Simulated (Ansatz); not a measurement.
Reaction (SMILES): [PH2] (PH2) → [PH2-] (an electron is taken up)
B3LYP-D3(BJ)/def2-TZVP geometries, fixed; electronic energies without zero-point terms; positive where energy is released.

Basis-set convergence of the adiabatic electron affinity at CCSD(T) with Ansatz (an electronic-structure program). Cartesian d functions, on some or all atoms, in 6-31G*, 6-31+G*, 6-311G**, 6-311+G**; all else is spherical. Cores are frozen. Open shells are unrestricted. No added dispersion term, no relativity. Functions are those of the species that has most. Reference: Hartree-Fock in aug-cc-pV(Q+d)Z plus the correlation part extrapolated as X^-3 from aug-cc-pV(T+d)Z and aug-cc-pV(Q+d)Z, 1.257 eV, itself unsure by roughly 0.011 eV (a third of the extrapolation step and of the last Hartree-Fock step). Deviations are taken from unrounded values.

```csv
basis,functions,adiabatic electron affinity (eV)
6-31G*,23,0.127
6-31+G*,27,0.661
def2-SVP,28,-0.059
def2-SVPD,40,0.523
pcseg-1,28,0.471
aug-pcseg-1,45,0.978
cc-pV(D+d)Z,33,0.114
aug-cc-pV(D+d)Z,50,1.038
6-311G**,39,0.636
6-311+G**,43,0.720
def2-TZVP,49,0.747
def2-TZVPD,61,0.917
pcseg-2,62,0.677
aug-pcseg-2,96,1.111
cc-pV(T+d)Z,67,0.725
aug-cc-pV(T+d)Z,101,1.181
def2-TZVPP,70,0.786
def2-TZVPPD,82,0.933
cc-pV(Q+d)Z,124,1.025
aug-cc-pV(Q+d)Z,181,1.225
def2-QZVPP,130,1.059
def2-QZVPPD,142,1.097
pcseg-3,130,1.078
aug-pcseg-3,187,1.195
```

What the diffuse functions change, pair by pair:
- 6-31G* to 6-31+G*: 4 more functions, deviation -1.130 to -0.596 eV
- def2-SVP to def2-SVPD: 12 more functions, deviation -1.315 to -0.734 eV
- pcseg-1 to aug-pcseg-1: 17 more functions, deviation -0.786 to -0.279 eV
- cc-pV(D+d)Z to aug-cc-pV(D+d)Z: 17 more functions, deviation -1.143 to -0.219 eV
- 6-311G** to 6-311+G**: 4 more functions, deviation -0.621 to -0.537 eV
- def2-TZVP to def2-TZVPD: 12 more functions, deviation -0.510 to -0.340 eV
- pcseg-2 to aug-pcseg-2: 34 more functions, deviation -0.580 to -0.146 eV
- cc-pV(T+d)Z to aug-cc-pV(T+d)Z: 34 more functions, deviation -0.532 to -0.076 eV
- def2-TZVPP to def2-TZVPPD: 12 more functions, deviation -0.471 to -0.324 eV
- cc-pV(Q+d)Z to aug-cc-pV(Q+d)Z: 57 more functions, deviation -0.231 to -0.032 eV
- def2-QZVPP to def2-QZVPPD: 12 more functions, deviation -0.198 to -0.160 eV
- pcseg-3 to aug-pcseg-3: 57 more functions, deviation -0.179 to -0.062 eV

Leaving out the reference's own pair, they bring the value nearer the reference by more than 0.011 eV in 11 of 11 pairs.
